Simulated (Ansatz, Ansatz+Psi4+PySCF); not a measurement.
```xyz
5

C     0.0000    0.0000   -1.3903
Br    0.0000    0.0000    0.3849
H     0.0000   -0.9563   -1.7093
H    -0.8282    0.4782   -1.7093
H     0.8282    0.4782   -1.7093
```

Basis set: cc-pVTZ (spherical functions). Frozen core: 10 orbitals. Charge 0, multiplicity 1.

Computed with Ansatz (development build ahead of 0.2.0); each method stands on the lowest determinant of its kind that the runs found. Restricted open shells among the atoms or ions are ROHF, correlated in semicanonical orbitals with singles.

The atomization energy at this shape (free ground-state atoms in the same class of orbitals less the molecule, no zero-point energy) of singlet CH3Br:

| method | atomization energy |
| --- | --- |
| RHF | 12.03 eV |

(1) What does RHF-MP2 give?

Results:

(1) 15.78 eV. Caution: the shape is not the minimum.
